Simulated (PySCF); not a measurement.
Compound: C₅H₃F.
Geometry (GFN2-xTB, Å), atoms numbered from 1 in this order:
```xyz
9
C5H3F angstrom
C      2.5383    0.0607    0.1400
C      1.3493    0.0832   -0.0466
C     -0.0185    0.0801   -0.2073
C     -1.1246    0.4551   -0.8167
C     -1.3056   -0.4277    0.3501
F     -1.7710    0.1210    1.5310
H      3.5773    0.0600    0.2823
H     -1.6080    1.0367   -1.5614
H     -1.6237   -1.4631    0.3034
```

PySCF, density fitting, gas phase, GFN2-xTB geometry. The standard run uses grid level 2 after a coarse-grid start, the def2-universal JK fitting basis (with tight functions added where the orbital basis needs them), an energy threshold of 1e-9 Eh and DIIS. The changed runs have no coarse-grid stage.

Question: Standard PBE0/def2-SVPD: E = -291.486547 Eh, HOMO -7.819 eV, LUMO -1.613 eV, dipole 2.177 D, 14 cycles (coarse-grid cycles included). What changes at PBE0/def2-SVPD with: energy threshold 1e-07 Eh?

Answer: E = -291.486547 Eh (0.000 mEh), HOMO -7.819 eV (0.000), LUMO -1.613 eV (0.000), dipole 2.177 D (0.000), 9 SCF cycles. The result matches the standard run within 0.02 mEh and 0.003 eV; such settings steer the iterations and don't enter the energy expression.

The cycles:
```
cycle   1  E = -291.4420847217  dE =  1.038e+00  |g| = 4.690e-01  |ddm| = 1.001e+01
cycle   2  E = -291.4143882296  dE =  2.770e-02  |g| = 6.455e-01  |ddm| = 2.113e+00
cycle   3  E = -291.4849075998  dE = -7.052e-02  |g| = 8.554e-02  |ddm| = 6.500e-01
cycle   4  E = -291.4861141305  dE = -1.207e-03  |g| = 4.003e-02  |ddm| = 2.037e-01
cycle   5  E = -291.4864437163  dE = -3.296e-04  |g| = 2.002e-02  |ddm| = 9.458e-02
cycle   6  E = -291.4865432854  dE = -9.957e-05  |g| = 3.996e-03  |ddm| = 3.606e-02
cycle   7  E = -291.4865467083  dE = -3.423e-06  |g| = 1.575e-03  |ddm| = 1.073e-02
cycle   8  E = -291.4865473256  dE = -6.173e-07  |g| = 3.524e-04  |ddm| = 4.155e-03
cycle   9  E = -291.4865473581  dE = -3.246e-08  |g| = 9.707e-05  |ddm| = 9.695e-04
```
